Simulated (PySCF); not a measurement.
Numbering as in the mapped SMILES `[BH2:1][OH:2]` (H(Xn): hydrogen on atom n).

Geometry: PBE0-D3(BJ)/def2-TZVP; GIAO shifts from PySCF 2.14.0 with density-fitted response routines, gas phase, non-relativistic, averaged over equivalent atoms.

At wB97X-D/pcSseg-2 (114 basis functions, 3.1 s wall time on 1 thread of an AMD EPYC 7R43 64-Core, shared host):
| atoms | δ (ppm) |
| --- | --- |
| B1 | 48.0 |
| O2 | 196.8 |
| H(O2) | 6.16 |
| H(B1) | 5.35 |

δ = σ(ref) − σ, references computed at the same level: 11B (σref 99.58) against BF3·OEt2; 17O (σref 328.24) against H2O; TMS for 1H (σref 31.63).

Q: Estimate the result of repeating the calculation with PBE0/pcSseg-2.

A: 
| atoms | δ at PBE0/pcSseg-2 | change |
| --- | --- | --- |
| B1 | 49.8 | +1.8 |
| O2 | 208.0 | +11.2 |
| H(O2) | 6.34 | +0.18 |
| H(B1) | 5.47 | +0.12 |

Chemical shifts δ = σref − σ; BF3·OEt2 for 11B (σ = 98.70 ppm); 17O (σ = 329.54 ppm) against H2O; TMS for 1H (σ = 31.52 ppm), all at this level.

The largest change is at O2 (oxygen bonded to B, H). Cost: 114 basis functions, 4.6 s wall time on 1 thread of an AMD EPYC 7R43 64-Core, shared host.

Experimental scales use liquid or dissolved standards, which lie at an offset from isolated H2O (liquid H2O: subtract about 36 ppm).
